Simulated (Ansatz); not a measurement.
in.yaml

```yaml
crystal:
  periodic: [false, false, false]
  atoms:
    - {symbol: Si, position_ang: [0.000000, 0.000000, 0.000000]}
    - {symbol: N, position_ang: [0.000000, 0.000000, 1.375000]}
basis:
  gaussian: {orbitals: aug-cc-pVTZ}
total_charge: 1
magnetization: {spin_polarized: false}
correlation: {method: ccsdtq, electrons: all}
accuracy: high
```

```sh
$ ansatz run in.yaml --threads 1 --pin off --events-out ev --progress --plain --max-ram 2393MiB
```

(1) How does this run end?

Results:

(1) Out of memory. The input was made wrong on purpose (too large for memory), so the run isn't a sound calculation of what was asked.
```
1260 factors; integrals over basis functions are off by at most 3.8e-9 eV
mean field evaluation 1: about -9308.8980 eV, gradient 8.9e1 eV
mean field evaluation 2: about -9308.9096 eV, gradient 8.9e1 eV
mean field evaluation 4: about -9326.9870 eV, gradient 1.6e1 eV
mean field evaluation 8: about -9328.4939 eV, gradient 8.8e-1 eV
mean field evaluation 16: about -9328.4958 eV, gradient 2.0e-8 eV
mean field evaluation 32: about -9327.3415 eV, gradient 1.0e-8 eV
mean field evaluation 64: about -9327.3312 eV, gradient 1.7e0 eV
mean field evaluation 96: about -9327.3412 eV, gradient 2.5e-1 eV
mean field evaluation 128: about -9314.0796 eV, gradient 2.5e-4 eV
mean field evaluation 160: about -9311.6674 eV, gradient 1.5e-1 eV
mean field evaluation 192: about -9328.4958 eV, gradient 7.7e-4 eV
mean field -9328.49581004 eV, -342.8158979375 hartree, gradient 2.0e-8 eV, S^2 0.000000; 7 other end points of the search recorded, 0 dependent functions left out; unrestricted orbitals would lower it
mean field evaluation 224: about -9330.2034 eV, gradient 1.4e-1 eV
determinant -9328.49581004 eV, -342.8158979375 hartree, with singles and doubles -9339.04098699 eV, -343.2034260426 hartree
determinant -9327.34146443 eV, -342.7734765188 hartree, with singles and doubles -9336.09460852 eV, -343.0951486307 hartree
mean field evaluation 256: about -9330.2110 eV, gradient 3.1e-3 eV
mean field evaluation 288: about -9328.0198 eV, gradient 3.8e0 eV
mean field evaluation 320: about -9329.9723 eV, gradient 8.0e-4 eV
mean field evaluation 352: about -9324.4782 eV, gradient 2.9e1 eV
mean field evaluation 384: about -9323.0391 eV, gradient 2.1e0 eV
mean field evaluation 416: about -9330.2056 eV, gradient 5.4e-1 eV
unrestricted determinant -9330.21104320 eV, -342.8789315935 hartree, S^2 1.2025
reference -9328.49581004 eV, -342.8158979375 hartree; 10, 10 occupied and 86, 86 virtual orbitals, 1260 factors
Error: with its amplitudes the run needs 381.93 GiB of memory by its plan, which may be too low or too high, and 2.33 GiB are given
refused for memory
```
